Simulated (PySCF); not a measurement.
PySCF input (M06-2X/def2-TZVPD):

```python
from pyscf import gto, scf, dft

mol = gto.M(
    atom='''
    O    -0.00000000   -0.00000000   -0.99326010
    S     0.00000000    0.00000000    0.49663005
    ''',
    basis='def2-tzvpd',
    charge=1,
    spin=1,
    symmetry='C2v',
    verbose=4,
)

mf = dft.UKS(mol, xc='m062x').density_fit(auxbasis='def2-universal-jkfit')
mf.grids.level = 4
mf.conv_tol = 1e-9
mf.max_cycle = 100
mf.max_memory = 1500
mf.kernel()
if not mf.converged:
    mf = mf.newton()
    mf.kernel(mf.make_rdm1())
mf.analyze()
```

End of the output:

```
Extra cycle  E= -472.966590165187  delta_E= -4.55e-13  |g|= 3e-07  |ddm|= 7.09e-07
converged SCF energy = -472.966590165187  <S^2> = 0.75491863  2S+1 = 2.0049126
**** SCF Summaries ****
Total Energy =                        -472.966590165186972
Nuclear Repulsion Energy =              45.462870532945004
One-electron Energy =                 -734.376966823587054
Two-electron Energy =                  215.947506125455078
Two-electron Coulomb Energy =          249.737230968787145
DFT Exchange-Correlation Energy =      -33.789724843332074
HOMO-LUMO gap [eV] =                     5.285751864233127
Wave-function symmetry = B1
alpha occupancy for each irrep:     A1   A2   B1   B2
                                     7    0    3    2
beta  occupancy for each irrep:     A1   A2   B1   B2
                                     7    0    2    2
**** MO energy ****
alpha MO #1 (A1 #1), energy= -90.4054901064317 occ= 1
alpha MO #2 (A1 #2), energy= -20.0845224956953 occ= 1
alpha MO #3 (A1 #3), energy= -8.74808929206264 occ= 1
alpha MO #4 (B1 #1), energy= -6.67080866816647 occ= 1
alpha MO #5 (B2 #1), energy= -6.66682246777698 occ= 1
alpha MO #6 (A1 #4), energy= -6.66384730989203 occ= 1
alpha MO #7 (A1 #5), energy= -1.55540735160162 occ= 1
alpha MO #8 (A1 #6), energy= -1.11128937810857 occ= 1
alpha MO #9 (B1 #2), energy= -0.879880825907957 occ= 1
alpha MO #10 (A1 #7), energy= -0.866351460540315 occ= 1
alpha MO #11 (B2 #2), energy= -0.834319205590683 occ= 1
alpha MO #12 (B1 #3), energy= -0.65926542304179 occ= 1
alpha MO #13 (B2 #3), energy= -0.465017623229308 occ= 0
alpha MO #14 (A1 #8), energy= -0.264774109683223 occ= 0
alpha MO #15 (A1 #9), energy= -0.156934520056481 occ= 0
alpha MO #16 (B2 #4), energy= -0.120603197950702 occ= 0
alpha MO #17 (B1 #4), energy= -0.117901283234461 occ= 0
alpha MO #18 (A1 #10), energy= -0.0979876904642939 occ= 0
alpha MO #19 (A1 #11), energy= -0.0913493646500525 occ= 0
alpha MO #20 (A2 #1), energy= -0.0893428505808982 occ= 0
alpha MO #21 (B1 #5), energy= -0.0516077498901559 occ= 0
alpha MO #22 (A1 #12), energy= -0.0514760791607155 occ= 0
alpha MO #23 (B2 #5), energy= -0.0502859476559756 occ= 0
alpha MO #24 (B1 #6), energy= 0.0111671196394791 occ= 0
alpha MO #25 (B2 #6), energy= 0.0113192839592386 occ= 0
alpha MO #26 (A1 #13), energy= 0.0578402741115624 occ= 0
alpha MO #27 (A1 #14), energy= 0.0767347153057559 occ= 0
alpha MO #28 (B2 #7), energy= 0.164371932711777 occ= 0
alpha MO #29 (B1 #7), energy= 0.169961604150858 occ= 0
alpha MO #30 (A1 #15), energy= 0.174723831302525 occ= 0
alpha MO #31 (A2 #2), energy= 0.178910816733278 occ= 0
alpha MO #32 (A1 #16), energy= 0.193153437127945 occ= 0
alpha MO #33 (B2 #8), energy= 0.218997344466418 occ= 0
alpha MO #34 (B1 #8), energy= 0.223261869494216 occ= 0
alpha MO #35 (A1 #17), energy= 0.233190665210549 occ= 0
alpha MO #36 (A2 #3), energy= 0.234232134926468 occ= 0
alpha MO #37 (A1 #18), energy= 0.276159713564316 occ= 0
alpha MO #38 (B1 #9), energy= 0.353427129803105 occ= 0
alpha MO #39 (B2 #9), energy= 0.353841950747901 occ= 0
alpha MO #40 (A1 #19), energy= 0.485509954507435 occ= 0
alpha MO #41 (A1 #20), energy= 0.55406868493138 occ= 0
alpha MO #42 (B2 #10), energy= 0.556931872962111 occ= 0
alpha MO #43 (B1 #10), energy= 0.565636673848017 occ= 0
alpha MO #44 (A1 #21), energy= 0.614792232629284 occ= 0
alpha MO #45 (A1 #22), energy= 0.74406247557264 occ= 0
alpha MO #46 (B1 #11), energy= 1.19227726869504 occ= 0
alpha MO #47 (B2 #11), energy= 1.19663650624789 occ= 0
alpha MO #48 (A1 #23), energy= 1.22843547825656 occ= 0
alpha MO #49 (A2 #4), energy= 1.23093272332349 occ= 0
alpha MO #50 (A2 #5), energy= 1.24219912676135 occ= 0
alpha MO #51 (A1 #24), energy= 1.24239412059652 occ= 0
alpha MO #52 (A1 #25), energy= 1.25568671512829 occ= 0
alpha MO #53 (B2 #12), energy= 1.28130883627639 occ= 0
alpha MO #54 (B1 #12), energy= 1.28297497701315 occ= 0
alpha MO #55 (B1 #13), energy= 1.42259300825382 occ= 0
alpha MO #56 (B2 #13), energy= 1.42750401502105 occ= 0
alpha MO #57 (B1 #14), energy= 1.51171750796715 occ= 0
alpha MO #58 (B2 #14), energy= 1.53227574194855 occ= 0
alpha MO #59 (A1 #26), energy= 1.55586435601717 occ= 0
alpha MO #60 (A2 #6), energy= 1.55759262633957 occ= 0
alpha MO #61 (A1 #27), energy= 1.7117904294078 occ= 0
alpha MO #62 (A1 #28), energy= 1.97160957211967 occ= 0
alpha MO #63 (B1 #15), energy= 2.02407338218426 occ= 0
alpha MO #64 (B2 #15), energy= 2.02531079296298 occ= 0
alpha MO #65 (A1 #29), energy= 2.29297016797883 occ= 0
alpha MO #66 (B1 #16), energy= 2.56699057045682 occ= 0
alpha MO #67 (B2 #16), energy= 2.57670092404637 occ= 0
alpha MO #68 (A1 #30), energy= 2.75917591943988 occ= 0
alpha MO #69 (A1 #31), energy= 3.31958890905477 occ= 0
alpha MO #70 (B2 #17), energy= 4.76774477497752 occ= 0
alpha MO #71 (B1 #17), energy= 4.77046875934255 occ= 0
alpha MO #72 (A1 #32), energy= 4.84342649561621 occ= 0
alpha MO #73 (A2 #7), energy= 4.84472808973962 occ= 0
alpha MO #74 (B2 #18), energy= 5.05573819664664 occ= 0
alpha MO #75 (B1 #18), energy= 5.06935319491864 occ= 0
alpha MO #76 (A1 #33), energy= 5.12850923792232 occ= 0
alpha MO #77 (A1 #34), energy= 5.99252379006546 occ= 0
alpha MO #78 (A2 #8), energy= 5.99923699101917 occ= 0
alpha MO #79 (B1 #19), energy= 6.23769838486782 occ= 0
alpha MO #80 (B2 #19), energy= 6.24476523598662 occ= 0
alpha MO #81 (A1 #35), energy= 6.55897068026693 occ= 0
alpha MO #82 (B1 #20), energy= 8.49893478797444 occ= 0
alpha MO #83 (B2 #20), energy= 8.50583316210133 occ= 0
alpha MO #84 (A1 #36), energy= 9.14603109891002 occ= 0
alpha MO #85 (A1 #37), energy= 19.2436503184171 occ= 0
alpha MO #86 (A1 #38), energy= 43.3082451675032 occ= 0
beta  MO #1 (A1 #1), energy= -90.3980513998885 occ= 1
beta  MO #2 (A1 #2), energy= -20.0756154184368 occ= 1
beta  MO #3 (A1 #3), energy= -8.74553466948034 occ= 1
beta  MO #4 (B2 #1), energy= -6.66457034113576 occ= 1
beta  MO #5 (A1 #4), energy= -6.66170873459825 occ= 1
beta  MO #6 (B1 #1), energy= -6.6497024819815 occ= 1
beta  MO #7 (A1 #5), energy= -1.52937600215423 occ= 1
beta  MO #8 (A1 #6), energy= -1.06874214944575 occ= 1
beta  MO #9 (A1 #7), energy= -0.846293592318403 occ= 1
beta  MO #10 (B2 #2), energy= -0.820976391119677 occ= 1
beta  MO #11 (B1 #2), energy= -0.796426825828195 occ= 1
beta  MO #12 (B2 #3), energy= -0.44772784810977 occ= 0
beta  MO #13 (B1 #3), energy= -0.420652022265179 occ= 0
beta  MO #14 (A1 #8), energy= -0.254941732130163 occ= 0
beta  MO #15 (A1 #9), energy= -0.16245681497616 occ= 0
beta  MO #16 (B2 #4), energy= -0.118347444643712 occ= 0
[...]
```

This state (charge 1, doublet) is run at the relaxed geometry of the species with charge 0 and multiplicity 3.
